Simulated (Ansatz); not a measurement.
Input file:

```yaml
crystal:
  periodic: [false, false, false]
  atoms:
    - {symbol: Ge, position_ang: [-0.038755, 0.000000, 0.904170]}
    - {symbol: Ge, position_ang: [0.038755, 0.000000, -0.904170]}
    - {symbol: H, position_ang: [0.485364, -1.257455, 1.620943]}
    - {symbol: H, position_ang: [0.485364, 1.257455, 1.620943]}
    - {symbol: H, position_ang: [-0.485364, -1.257455, -1.620943]}
    - {symbol: H, position_ang: [-0.485364, 1.257455, -1.620943]}
basis:
  gaussian: {orbitals: cc-pVDZ}
magnetization: {spin_polarized: false}
correlation: {method: ccsdt_q, electrons: outside_noble_gas}
```

```sh
$ ansatz run in.yaml --threads 1 --pin off --events-out ev --progress --plain --max-ram 2393MiB
```

The program prints:

```
1515 factors; integrals over basis functions are off by at most 1.3e-7 eV
mean field evaluation 1: about -113003.2409 eV, gradient 1.1e1 eV
mean field evaluation 2: about -113003.2478 eV, gradient 1.1e1 eV
mean field evaluation 4: about -113003.9047 eV, gradient 4.0e-1 eV
mean field evaluation 8: about -113003.9044 eV, gradient 1.3e-6 eV
mean field -113003.90435197 eV, -4152.8168881373 hartree, gradient 1.7e-6 eV, S^2 0.000000; 0 other end points of the search recorded, 0 dependent functions left out
28 core orbitals not correlated: weight in the atoms' cores, before any rotation towards them, 0.997 or more for the frozen orbitals, at most 0.002 for the correlated occupied ones
reference -113003.90435197 eV, -4152.8168881373 hartree; 6, 6 occupied and 40, 40 virtual orbitals, 1515 factors
second order -5.11786999 eV of doubles, -0.00000000 eV of singles
cycle   1  -5.87149725 eV  change   -7.5e-1 eV  update   8.4e-2
cycle   2  -6.33001742 eV  change   -4.6e-1 eV  update   3.7e-2
cycle   3  -6.40809293 eV  change   -7.8e-2 eV  update   1.5e-2
cycle   4  -6.40235902 eV  change    5.7e-3 eV  update   5.6e-3
cycle   5  -6.40396449 eV  change   -1.6e-3 eV  update   1.8e-3
cycle   6  -6.40309363 eV  change    8.7e-4 eV  update   7.0e-4
cycle   7  -6.40289330 eV  change    2.0e-4 eV  update   2.4e-4
cycle   8  -6.40313664 eV  change   -2.4e-4 eV  update   9.1e-5
cycle   9  -6.40316294 eV  change   -2.6e-5 eV  update   2.7e-5
cycle  10  -6.40312867 eV  change    3.4e-5 eV  update   9.8e-6
cycle  11  -6.40312558 eV  change    3.1e-6 eV  update   3.9e-6
cycle  12  -6.40312760 eV  change   -2.0e-6 eV  update   1.2e-6
cycle  13  -6.40312960 eV  change   -2.0e-6 eV  update   4.6e-7
cycle  14  -6.40313015 eV  change   -5.5e-7 eV  update   1.5e-7
perturbative correction -0.01004689 eV, -0.0003692163 hartree
Total energy: -113010.31752901 eV, -4153.0525680465 hartree
```

Ran on 1 thread of Arm Neoverse V1, shared host: 20 s wall, 0.39 GiB peak host memory.
